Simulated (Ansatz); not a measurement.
Calculated with Ansatz (gas phase, PBE0-D4/def2-TZVP geometries, no zero-point term in ΔE). CCSD(T)/CBS adds triple-zeta CCSD(T) − MP2 to the extrapolated MP2 energy (def2 sets, frozen cores). This one scheme is used for every species. DFT in def2-TZVPP. Each species was taken in one conformer, which may not be the lowest.

Consider the formal exchange of groups at a C–F bond: `FC#CF` + `CCCl` → `FC#CCCCl` + H–F.

CCSD(T)/CBS gives -143.2 kJ/mol.

Another level gave -127.8 kJ/mol. Which?
A. PBE/def2-TZVPP
B. PBE-D4/def2-TZVPP
C. CCSD/def2-TZVPP
D. r2SCAN-D4/def2-TZVPP

D. r2SCAN-D4 -127.8, PBE -118.3, PBE-D4 -122.3, CCSD/def2-TZVPP -137.2 kJ/mol.

Largest T1 diagnostic among the species: 0.013.

The D4 term adds −6.2 kJ/mol with B3LYP and −3.6 kJ/mol with PBE0; it sums over pairs of atoms, weighted by their polarisabilities, and B3LYP, whose exchange is more repulsive, gets the larger term. In def2-TZVPP, CCSD(T) changes the Hartree–Fock value by −14.9 kJ/mol (the triples alone add −1.8 kJ/mol) and MP2 by −27.4 kJ/mol.

B3LYP here is the variant with VWN-RPA as its local correlation; programs differ in this.
